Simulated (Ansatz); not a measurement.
This geometry of C$_{2}$H$_{6}$OS$_{3}$ (12 atoms, charge 0, multiplicity 1) is a first-order saddle point.

Level of theory: Ansatz 0.2.0, RKS PBE0-D4/def2-SVP.

```xyz
12
Properties=species:S:1:pos:R:3
C -0.117 -1.485 0.239
C -0.155 0.022 0.288
O 0.663 0.512 1.235
S -1.844 0.720 0.512
S 0.437 0.664 -1.446
S 1.152 2.581 -0.831
H -0.740 -1.877 -0.577
H -0.501 -1.875 1.192
H 0.920 -1.826 0.107
H 0.855 1.461 0.998
H -2.406 0.095 -0.547
H 1.813 0.951 -1.135
```

(1) Which two structures does it join? (They come from a converged band through this point; their orientation in space is the band's.)

(2) How far does it lie above each of them?

Results:

(1) Bonds broken: S6–H12. Bonds formed: S5–H12.

Image 0:

```xyz
12
Properties=species:S:1:pos:R:3
C -0.201 -1.606 0.323
C -0.136 -0.096 0.251
O 0.751 0.365 1.184
S -1.770 0.703 0.602
S 0.410 0.307 -1.501
S 0.919 2.290 -1.255
H -0.886 -2.009 -0.436
H -0.568 -1.898 1.316
H 0.805 -2.025 0.170
H 0.819 1.328 1.060
H -2.317 0.475 -0.611
H 2.251 2.111 -1.068
```

Image 6:

```xyz
12
Properties=species:S:1:pos:R:3
C -0.043 -1.409 0.221
C -0.160 0.088 0.341
O 0.610 0.595 1.310
S -1.882 0.700 0.517
S 0.472 0.889 -1.352
S 1.062 2.683 -0.716
H -0.595 -1.790 -0.650
H -0.464 -1.869 1.127
H 1.016 -1.698 0.146
H 0.821 1.545 1.056
H -2.375 0.084 -0.581
H 1.615 0.126 -1.386
```

(2) 167.9 kJ/mol above the first and 83.9 kJ/mol above the second. This is the barrier of this one path; another mechanism may lie lower. The orbitals stay closed-shell, which can raise the energy where a bond breaks towards radicals; this wasn't checked here.

The run took 4.1 min on 2 threads of Arm Neoverse V1, on a shared host, peak memory 0.34 GiB.
